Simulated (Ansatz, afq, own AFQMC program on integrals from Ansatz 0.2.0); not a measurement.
**C₂H₆Ge, triplet: AFQMC among the cluster methods**

```yaml
atoms:
  - { symbol: C, position_ang: [-1.0491, 1.3549, -0.4766] }
  - { symbol: Ge, position_ang: [0.2020, -0.0923, -0.7466] }
  - { symbol: C, position_ang: [0.7371, -0.9005, 0.9651] }
  - { symbol: H, position_ang: [-2.0564, 1.3545, -0.9051] }
  - { symbol: H, position_ang: [-0.7875, 2.2430, 0.1129] }
  - { symbol: H, position_ang: [1.4741, 0.4327, -1.4740] }
  - { symbol: H, position_ang: [-0.1352, -1.3255, 1.4813] }
  - { symbol: H, position_ang: [1.1885, -0.1301, 1.6113] }
  - { symbol: H, position_ang: [1.4765, -1.6967, 0.7969] }
```

Basis def2-TZVP. Only valence electrons are correlated. AFQMC by an in-house program on the Cholesky factors that Ansatz 0.2.0 writes for its CCSD(T) run. The CISD trial takes its coefficients from CCSD amplitudes. Released means that phaseless walkers are propagated on without the constraint, phases kept. Uncertainties: one standard error, sampling alone. No spin–orbit coupling.

Determinant: UHF, the one that the program's search chose, which needn't be the lowest solution. The geometry is a PBE0/def2-SVP stationary point of this or a neighbouring charge and spin state.

No full CI on the walks' own integrals is used here. The released AFQMC energy serves as the reference, which it does only where one determinant dominates, the energy is flat over the last release times and near the phaseless one (40 meV or 2 meV an electron, half that with transition metals). On small molecules, where full CI could be run and the noise was under 10 meV, such values lay within 10 meV of it in 19 cases of 20, a flattering rate, since the rule was set on those same cases; what remains of the bias isn't in the error bar.

Cautions: no relativity below Rb; no spin-orbit coupling; inner d shell frozen; the released value is read at 1.50 1/Eh with a noise of 14 meV, more than in the cases checked (meV from the phaseless value at times in 1/Eh: -14 ± 10 at 0.24, 0 ± 6 at 0.51, -8 ± 12 at 0.99, -20 ± 14 at 1.50).

- T1 diagnostic: 0.0131
- weight of the determinant in the CISD state: 0.833
- ⟨S²⟩ of the determinant: 2.014
- size of the correlated space: 18 electrons in 130 orbitals

Reference: AFQMC with the constraint released, correlation energy -12.861 ± 0.014 eV.

| level | E − E(reference) (mEh) | share of correlation (%) |
| --- | --- | --- |
| HF | 472.63 ± 0.50 | 0.00 |
| MP2 | 66.21 ± 0.50 | 85.99 |
| CCSD | 18.62 ± 0.50 | 96.06 |
| CCSD(T) | 2.46 ± 0.50 | 99.48 |
| ph-AFQMC/CISD | 0.73 ± 0.57 | 99.84 |

Released energies are given only where the last usable release times agree within the noise; a slower fall can still hide under it.
